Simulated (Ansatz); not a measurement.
in.yaml

```yaml
crystal:
  periodic: [false, false, false]
  atoms:
    - {symbol: Al, position_ang: [0.000000, 0.000000, 0.897294]}
    - {symbol: C, position_ang: [0.000000, 0.000000, -1.617318]}
    - {symbol: H, position_ang: [0.000000, 1.182948, -2.373780]}
    - {symbol: H, position_ang: [0.000000, -1.182948, -2.373780]}
basis:
  gaussian: {orbitals: 6-31G}
magnetization: {spin_polarized: false, initial_magnetization: 3}
correlation: {method: bccd_t, electrons: outside_noble_gas}
```

```sh
$ ansatz run in.yaml --threads 1 --pin off --events-out ev --progress --plain --max-ram 2393MiB
```

Output:

```
329 factors; integrals over basis functions are off by at most 3.0e-4 eV
mean field evaluation 1: about -7636.6320 eV, gradient 7.4e0 eV
mean field evaluation 2: about -7636.6328 eV, gradient 7.4e0 eV
mean field evaluation 4: about -7637.4293 eV, gradient 2.0e0 eV
mean field evaluation 8: about -7637.4847 eV, gradient 2.5e-1 eV
mean field evaluation 16: about -7637.3357 eV, gradient 3.9e0 eV
mean field evaluation 32: about -7637.3338 eV, gradient 2.9e-6 eV
mean field evaluation 64: about -7637.3338 eV, gradient 1.7e-6 eV
mean field evaluation 96: about -7636.0571 eV, gradient 1.3e-3 eV
mean field evaluation 128: about -7633.9191 eV, gradient 5.5e-4 eV
mean field evaluation 160: about -7631.8412 eV, gradient 3.8e0 eV
...
cycle   3  -3.72164877 eV  change    1.4e-2 eV  update   6.8e-3
cycle   4  -3.71598907 eV  change    5.7e-3 eV  update   3.6e-3
cycle   5  -3.71657539 eV  change   -5.9e-4 eV  update   1.6e-3
cycle   6  -3.71669233 eV  change   -1.2e-4 eV  update   8.1e-4
cycle   7  -3.71684193 eV  change   -1.5e-4 eV  update   4.0e-4
cycle   8  -3.71691727 eV  change   -7.5e-5 eV  update   2.1e-4
cycle   9  -3.71695311 eV  change   -3.6e-5 eV  update   9.9e-5
cycle  10  -3.71695807 eV  change   -5.0e-6 eV  update   4.2e-5
cycle  11  -3.71695300 eV  change    5.1e-6 eV  update   1.7e-5
cycle  12  -3.71695191 eV  change    1.1e-6 eV  update   8.3e-6
perturbative correction -0.10874770 eV, -0.0039964041 hartree
Total energy: -7641.31456220 eV, -280.8131306918 hartree
```

For the same geometry and basis full CI lies 39.3 meV lower.

Ran on 1 thread of Intel Xeon 6975P-C, shared host: 0.99 s wall, 0.16 GiB peak host memory.
